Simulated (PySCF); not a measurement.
System: rock-salt KBr. Method: PBE (GTH pseudopotentials, Gaussian basis, DZ basis; PySCF).

The same calculation (at the measured cell, 35.908 Å³/atom) with different numerical settings:

```json
[
 {"run": "1", "k mesh": "2×2×2", "gap on the mesh (eV)": "4.389", "total energy (eV/atom)": "-568.7604"},
 {"run": "2", "k mesh": "3×3×3", "gap on the mesh (eV)": "4.427", "total energy (eV/atom)": "-568.8095"},
 {"run": "3", "k mesh": "4×4×4", "gap on the mesh (eV)": "4.429", "total energy (eV/atom)": "-568.8115"}
]
```

In the column total energy (eV/atom) the first row differs from the last by +0.0511 and the next to last by +0.0020.

The last row is no converged limit: other settings stay fixed.

Spin–orbit coupling is not included.
